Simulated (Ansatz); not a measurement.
**CH3BCl (SMILES C[B]Cl) at UCCSD/aug-cc-pVDZ**

What is the vertical doublet–quartet gap of CH3BCl at UCCSD/aug-cc-pVDZ? 

The calculation is run with Ansatz 0.2.0.

70 further runs of the same task are left out: 70 set aside as unsound or not needed.

## Step 1: Starting point

CH3BCl has 6 atoms, charge 0, and is taken as a doublet. As SMILES, `C[B]Cl`. The coordinates come from a PBE0-D4/def2-TZVP relaxation.

Bond lengths: C1–B2 1.544 Å, B2–Cl3 1.727 Å, C1–H4 1.099 Å, C1–H5 1.095 Å, C1–H6 1.091 Å. Angles: C1–B2–Cl3 126.1°, B2–C1–H4 106.5°, B2–C1–H5 113.2°, B2–C1–H6 113.0°, H4–C1–H5 107.2°, H4–C1–H6 106.6°, H5–C1–H6 109.9°.

## Step 2: The energy at UCCSD/aug-cc-pVDZ

molecule.yaml reads:

```yaml
crystal:
  periodic: [false, false, false]
  atoms:
    - {symbol: C, position_ang: [-0.289900, 0.325200, -0.312400]}
    - {symbol: B, position_ang: [0.195300, -1.059500, 0.167700]}
    - {symbol: Cl, position_ang: [1.467800, -1.355700, 1.297800]}
    - {symbol: H, position_ang: [-1.073500, 0.641700, 0.390700]}
    - {symbol: H, position_ang: [0.494200, 1.088800, -0.289700]}
    - {symbol: H, position_ang: [-0.752000, 0.295400, -1.300400]}
basis:
  gaussian:
    orbitals: aug-cc-pVDZ
magnetization:
  spin_polarized: true
  initial_magnetization: 1
correlation:
  method: ccsd
  frozen_orbitals: {B: 1, C: 1, Cl: 5, H: 0}
accuracy: high
scf:
  omitted_lower_state_checks: [cluster_reference, increment]
total_charge: 0
```

On the command line:

```console
$ ansatz run molecule.yaml --threads 1 --pin off --max-ram 3480MiB --events-out events.jsonl --progress --plain --runs-dir runs
```

What it wrote, cut to the lines that bear on the results:

```text
Warning: RAYON_NUM_THREADS=1 ignored (pool sized by the plan → 1); use --threads N
Functional definition: HF
  name "HF"
[...]
1975 factors; integrals over basis functions are off by at most 3.8e-9 eV
[...]
mean field -14253.26013586 eV, -523.7976487863 hartree, gradient 2.4e-8 eV, S^2 0.754301; 0 other end points of the search recorded, 0 dependent functions left out
7 core orbitals not correlated: weight in the atoms' cores, before any rotation towards them, 1.000 or more for the frozen orbitals, at most 0.000 for the correlated occupied ones
reference -14253.26013586 eV, -523.7976487863 hartree; 9, 8 occupied and 84, 85 virtual orbitals, 1975 factors
second order -9.73212138 eV of doubles, -0.00000000 eV of singles
cycle   1  -10.41802968 eV  change   -6.9e-1 eV  update   7.1e-2
[...]
cycle  24  -10.72280083 eV  change    1.2e-9 eV  update   1.9e-9
Total energy: -14263.98293670 eV, -524.1917044487 hartree
Checks for a lower state left out: cluster_reference, increment
```

Wall time 45 s (1 thread of Arm Neoverse V1, shared host); peak memory 1.4 GiB.

## Step 3: The quartet

in.yaml reads:

```yaml
crystal:
  periodic: [false, false, false]
  atoms:
    - symbol: C
      position_ang: [-0.289900, 0.325200, -0.312400]
    - symbol: B
      position_ang: [0.195300, -1.059500, 0.167700]
    - symbol: Cl
      position_ang: [1.467800, -1.355700, 1.297800]
    - symbol: H
      position_ang: [-1.073500, 0.641700, 0.390700]
    - symbol: H
      position_ang: [0.494200, 1.088800, -0.289700]
    - symbol: H
      position_ang: [-0.752000, 0.295400, -1.300400]
basis:
  gaussian:
    orbitals: aug-cc-pVDZ
total_charge: 0
magnetization:
  spin_polarized: true
  initial_magnetization: 3
correlation:
  method: ccsd
  frozen_orbitals: {B: 1, C: 1, Cl: 5, H: 0}
accuracy: high
scf:
  omitted_lower_state_checks: [cluster_reference, increment]
```

On the command line:

```console
$ ansatz run in.yaml --threads 1 --pin off --max-ram 3480MiB --events-out events.jsonl --progress --plain --runs-dir runs
```

What it wrote, cut to the lines that bear on the results:

```text
Warning: RAYON_NUM_THREADS=1 ignored (pool sized by the plan → 1); use --threads N
Functional definition: HF
  name "HF"
[...]
1975 factors; integrals over basis functions are off by at most 3.8e-9 eV
[...]
mean field -14247.29124797 eV, -523.5782962021 hartree, gradient 1.5e-8 eV, S^2 3.764296; 7 other end points of the search recorded, 0 dependent functions left out
7 core orbitals not correlated: weight in the atoms' cores, before any rotation towards them, 1.000 or more for the frozen orbitals, at most 0.000 for the correlated occupied ones
reference -14247.29124797 eV, -523.5782962021 hartree; 10, 7 occupied and 83, 86 virtual orbitals, 1975 factors
second order -9.06736748 eV of doubles, -0.00000000 eV of singles
cycle   1  -9.88975921 eV  change   -8.2e-1 eV  update   8.0e-2
[...]
cycle  45  -10.33720276 eV  change  -9.7e-12 eV  update   1.1e-9
Total energy: -14257.62845073 eV, -523.9581813965 hartree
Checks for a lower state left out: cluster_reference, increment
```

Run time: 85 s. Hardware: 1 thread of Arm Neoverse V1, shared host; peak memory 1.4 GiB.

## Step 4: Results

Level: UCCSD/aug-cc-pVDZ, 7 core orbitals frozen.

```
                                            quantity          value
                               doublet: total energy  -524.19170 Eh
doublet: correlation energy (7 core orbitals frozen)     -394.1 mEh
          doublet: ⟨S²⟩ of the reference determinant          0.754
                              doublet: T1 diagnostic          0.014
                               quartet: total energy  -523.95818 Eh
quartet: correlation energy (7 core orbitals frozen)     -379.9 mEh
          quartet: ⟨S²⟩ of the reference determinant          3.764
                              quartet: T1 diagnostic          0.061
    vertical energy of the quartet above the doublet       6.354 eV
```

What this shows: At this shape the quartet lies 6.35 eV (613 kJ/mol) above the doublet. The T1 diagnostic (quartet) of 0.061 is above the customary mark for such species, so a single reference may not serve.
